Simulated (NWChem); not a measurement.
System: nitrogen trifluoride (NF₃); SMILES FN(F)F

Parts of the log:

```
             Northwest Computational Chemistry Package (NWChem) 7.3.0
             --------------------------------------------------------

 C3V symmetry detected

                             Geometry "geometry" -> ""
                             -------------------------

 Output coordinates in angstroms (scale by  1.889725989 to convert to a.u.)

  No.       Tag          Charge          X              Y              Z
 ---- ---------------- ---------- -------------- -------------- --------------
    1 F                    9.0000     0.86080314     0.86080314    -0.12111688
    2 N                    7.0000     0.00000000     0.00000000     0.46716512
    3 F                    9.0000    -1.17587895     0.31507582    -0.12111688
    4 F                    9.0000     0.31507582    -1.17587895    -0.12111688

 Effective nuclear repulsion energy (a.u.)     134.9581687452

      Symmetry information
      --------------------

 Group name             C3v
 Group number             17
 Group order               6
 No. of unique centers     2

                                 NWChem DFT Module
                                 -----------------

 Summary of "ao basis" -> "ao basis" (spherical)
 ------------------------------------------------------------------------------
       Tag                 Description            Shells   Functions and Types
 ---------------- ------------------------------  ------  ---------------------
 F                           3-21g                   5        9   3s2p
 N                           3-21g                   5        9   3s2p

      Symmetry analysis of basis
      --------------------------

        a1         12
        a2          2
        e          22

  Rotation of axis

            General Information
            -------------------
          SCF calculation type: DFT
          Wavefunction type:  closed shell.
          No. of atoms     :     4
          No. of electrons :    34
           Alpha electrons :    17
            Beta electrons :    17
          Charge           :     0
          Spin multiplicity:     1
          Use of symmetry is: on ; symmetry adaption is: on
          Maximum number of iterations: 150
          AO basis - number of functions:    36
                     number of shells:    20
          Convergence on energy requested:  1.00D-06
          Convergence on density requested:  1.00D-05
          Convergence on gradient requested:  5.00D-04

              XC Information
              --------------
                         B3LYP Method XC Potential
                     Hartree-Fock (Exact) Exchange  0.200
                        Slater Exchange Functional  0.800 local
                    Becke 1988 Exchange Functional  0.720 non-local
              Lee-Yang-Parr Correlation Functional  0.810
                  VWN I RPA Correlation Functional  0.190 local

             Grid Information
             ----------------
          Grid used for XC integration:  medium
          Radial quadrature: Mura-Knowles
          Angular quadrature: Lebedev.
          Tag              B.-S. Rad. Rad. Pts. Rad. Cut. Ang. Pts.
          ---              ---------- --------- --------- ---------
          F                   0.50       49           6.0       434
          N                   0.65       49           5.0       434
          Grid pruning is: on
          Number of quadrature shells:    98
          Spatial weights used:  Erf1

      Superposition of Atomic Density Guess
      -------------------------------------

 Sum of atomic energies:        -350.58543248

      Non-variational initial energy
      ------------------------------

 Total energy =    -351.035757
 1-e energy   =    -759.389194
 2-e energy   =     273.395269
 HOMO         =      -0.288291
 LUMO         =       0.254470

      Symmetry analysis of molecular orbitals - initial
      -------------------------------------------------

  Numbering of irreducible representations:

     1 a1          2 a2          3 e

  Orbital symmetries:

     1 a1          2 e           3 e           4 a1          5 a1
     6 e           7 e           8 a1          9 e          10 e
    11 a1         12 e          13 e          14 e          15 e
    16 a2         17 a1         18 e          19 e          20 a1
    21 e          22 e          23 a1         24 e          25 e
    26 a1         27 a1

     ---------------------------------------------
      Total Density - Mulliken Population Analysis
     ---------------------------------------------

    Atom       Charge   Shell Charges
 -----------   ------   -------------------------------------------------------
    1 F    9     9.44   1.99  0.45  2.54  1.51  2.95
    2 N    7     5.67   1.99  0.41  0.99  1.24  1.04
    3 F    9     9.44   1.99  0.45  2.54  1.51  2.95
    4 F    9     9.44   1.99  0.45  2.54  1.51  2.95

   convergence    iter        energy       DeltaE   RMS-Dens  Diis-err
 ---------------- ----- ----------------- --------- --------- ---------
 d= 0,ls=0.0,diis     1   -351.8790008857 -4.87D+02  5.33D-02  2.14D+00
 d= 0,ls=0.0,diis     2   -351.3815904771  4.97D-01  3.05D-02  8.69D+00
 d= 0,ls=0.0,diis     3   -352.1250764512 -7.43D-01  2.37D-03  2.65D-02
 d= 0,ls=0.0,diis     4   -352.1267465499 -1.67D-03  5.72D-04  4.30D-03
 d= 0,ls=0.0,diis     5   -352.1269971515 -2.51D-04  4.54D-05  2.02D-06
 d= 0,ls=0.0,diis     6   -352.1269974502 -2.99D-07  8.13D-06  1.09D-07

         Total DFT energy =     -352.126997450165
      One electron energy =     -757.359309933588
           Coulomb energy =      308.402403851486
    Exchange-Corr. energy =      -38.128260113252
 Nuclear repulsion energy =      134.958168745189

 Numeric. integr. density =       34.000005146473

                  Occupations of the irreducible representations
                  ----------------------------------------------

                     irrep           alpha         beta
                     --------     --------     --------
                     a1                6.0          6.0
                     a2                1.0          1.0
                     e                10.0         10.0

                       DFT Final Molecular Orbital Analysis
                       ------------------------------------

 Vector   15  Occ=2.000000D+00  E=-4.213124D-01  Symmetry=e
              MO Center=  1.1D-01,  3.6D-01, -9.8D-02, r^2= 1.8D+00
   Bfn.  Coefficient  Atom+Function         Bfn.  Coefficient  Atom+Function
  ----- ------------  ---------------      ----- ------------  ---------------
     7      0.277341  1 F  px                25      0.275517  3 F  px
     5      0.271061  1 F  pz                 9      0.266482  1 F  pz
     3      0.252429  1 F  px                21      0.251076  3 F  px
     8      0.206402  1 F  py                23     -0.194866  3 F  pz
    27     -0.191575  3 F  pz                 4      0.180970  1 F  py

 Vector   16  Occ=2.000000D+00  E=-4.076021D-01  Symmetry=a2
              MO Center= -3.0D-14, -4.3D-15, -1.2D-01, r^2= 1.9D+00
   Bfn.  Coefficient  Atom+Function         Bfn.  Coefficient  Atom+Function
  ----- ------------  ---------------      ----- ------------  ---------------
    26      0.334141  3 F  py                34     -0.334141  4 F  px
    22      0.325865  3 F  py                30     -0.325865  4 F  px
     7      0.244609  1 F  px                 8     -0.244609  1 F  py
     3      0.238550  1 F  px                 4     -0.238550  1 F  py
    25      0.089533  3 F  px                35     -0.089533  4 F  py

 Vector   17  Occ=2.000000D+00  E=-3.206226D-01  Symmetry=a1
              MO Center= -1.7D-15, -1.0D-16,  3.3D-01, r^2= 1.5D+00
   Bfn.  Coefficient  Atom+Function         Bfn.  Coefficient  Atom+Function
  ----- ------------  ---------------      ----- ------------  ---------------
    15      0.508544  2 N  s                 14      0.361365  2 N  pz
     9     -0.285623  1 F  pz                27     -0.285623  3 F  pz
    36     -0.285623  4 F  pz                18      0.268173  2 N  pz
     5     -0.255201  1 F  pz                23     -0.255201  3 F  pz
    32     -0.255201  4 F  pz                10     -0.106472  2 N  s

 Vector   18  Occ=0.000000D+00  E= 5.471314D-02  Symmetry=a1
              MO Center= -2.3D-13, -1.2D-13,  1.9D-02, r^2= 1.2D+00
   Bfn.  Coefficient  Atom+Function         Bfn.  Coefficient  Atom+Function
  ----- ------------  ---------------      ----- ------------  ---------------
    15      0.838968  2 N  s                 18     -0.555736  2 N  pz
    14     -0.447759  2 N  pz                25     -0.391892  3 F  px
    35     -0.391892  4 F  py                 6     -0.328500  1 F  s
    24     -0.328500  3 F  s                 33     -0.328500  4 F  s
     7      0.286885  1 F  px                 8      0.286885  1 F  py

 Vector   19  Occ=0.000000D+00  E= 5.602176D-02  Symmetry=e
              MO Center=  5.3D-02, -1.1D-01,  3.1D-01, r^2= 1.2D+00
   Bfn.  Coefficient  Atom+Function         Bfn.  Coefficient  Atom+Function
  ----- ------------  ---------------      ----- ------------  ---------------
    17      0.726200  2 N  py                13      0.563619  2 N  py
    33      0.387036  4 F  s                 35      0.338573  4 F  py
    36      0.267591  4 F  pz                 7      0.249318  1 F  px
     6     -0.227777  1 F  s                 31      0.225814  4 F  py
    32      0.195986  4 F  pz                25     -0.183022  3 F  px

[...]
```

Level: B3LYP/3-21G. Geometry: optimised at PBE0/def2-SVP.

Problem. Write an input that gives this output.

Solution. This is not unique; one that fits is the input that was run:
```
start job
memory heap 200 mb stack 900 mb global 1100 mb
geometry units angstroms noautoz
  F      0.860803     0.860803    -0.121585
  N      0.000000     0.000000     0.466697
  F     -1.175879     0.315076    -0.121585
  F      0.315076    -1.175879    -0.121585
end
basis spherical
  * library 3-21g
end
dft
  xc b3lyp
  iterations 150
  mulliken
end
task dft energy
```
